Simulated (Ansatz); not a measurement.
The same path of BH3O + ClH (7 atoms, charge 0, multiplicity 1) was run twice with different band settings. Lost on the way: Cl6–H7. Made: B1–Cl6, O2–H7.

The calculation used Ansatz 0.2.0, RKS PBE-D4/def2-SVP.

Relaxed end points:

```xyz
7
Properties=species:S:1:pos:R:3
B -0.137 -0.433 -0.016
O -0.508 0.167 1.151
H -1.144 -0.349 1.682
H 0.652 0.177 -0.707
H -0.597 -1.522 -0.312
Cl 0.791 3.003 1.650
H 0.184 1.842 1.577
```

```xyz
7
Properties=species:S:1:pos:R:3
B 0.029 0.352 0.031
O -0.144 -0.103 1.634
H -1.080 0.085 1.862
H 1.174 0.027 -0.224
H -0.883 -0.244 -0.515
Cl -0.218 2.187 0.109
H 0.363 0.581 2.127
```

Common settings: movable images 7; climbing image yes; spring 5.0 eV/Å²; optimiser quadratic models (default); start path through a guess of the saddle point; iteration limit 60; end points relaxed.

| run | force threshold |
| --- | --- |
| 1 | 0.05 eV/Å |
| 2 | 0.2 eV/Å |

(1) What does each run give, and how far can it be trusted?

Answers

(1) Run 1: converged after 14 iterations, highest image 0.570 eV above the first end. A vibrational analysis at the climbing image gives one clearly imaginary mode, 771i cm⁻¹: a first-order saddle point.
Run 2: converged after 16 iterations, highest image 0.570 eV above the first end. The threshold of 0.2 eV/Å is loose, so the images may lie well off the minimum-energy path. Another band between the same ends (7 images) ends at a top of the same energy, where a vibrational analysis finds 1 clearly imaginary mode.
The orbitals stay closed-shell, which can raise the energy where a bond breaks towards radicals; this wasn't checked here.
